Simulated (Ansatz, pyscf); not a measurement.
`[Cl][SiH2][Cl]` → `[ClH]` + `[SiH][Cl]` [singlet], a 1,1-elimination on the singlet surface: Cl–Si, H–Si broken, Cl–H formed. Optimised with ωB97X-D3(BJ)/def2-SVP in PySCF. Wave-function energies: Ansatz (a program for electronic structure), frozen core, RHF or UHF references. In kJ/mol, from the reactant's lowest minimum found.

| level | barrier | reaction energy |
|---|---|---|
| B3LYP-D3(BJ)/def2-TZVP | 293.11 | +286.33 |
| r²SCAN/def2-TZVP | 291.78 | +309.94 |
| CCSD(T)/cc-pV(D+d)Z | 307.52 | +260.54 |
| CCSDT(Q)/cc-pV(D+d)Z | 304.87 | +259.84 |
| CCSD(T)/cc-pV(T+d)Z | 311.98 | +280.83 |
| CCSD(T)/cc-pV(Q+d)Z | 315.62 | +290.91 |

In cc-pV(D+d)Z, going from CCSD(T) to CCSDT(Q) shifts the barrier by -2.66 and the reaction energy by -0.70 kJ/mol. With HF in the quadruple-zeta basis and the correlation energy extrapolated as X⁻³ from X = 3, 4, CCSD(T) gives 317.35 and +296.86; adding the double-zeta shift gives ΔE‡ = 314.69 and ΔE = +296.16 kJ/mol, without core correlation, relativity or geometry relaxation at these levels. On the product side the descent ends in a complex, 29.10 kJ/mol under the separated species and 44.28 kJ/mol under the saddle at ωB97X-D3(BJ)/def2-TZVP. At r²SCAN the saddle lies under the separated products, which points to a path from their complex (located at ωB97X-D3(BJ) alone), and parting the products costs more than the saddle. At ωB97X-D3(BJ)/def2-TZVP the barrier from the zero used here is 328.42 kJ/mol. This is the saddle that the search found; another between the same sides may lie lower.
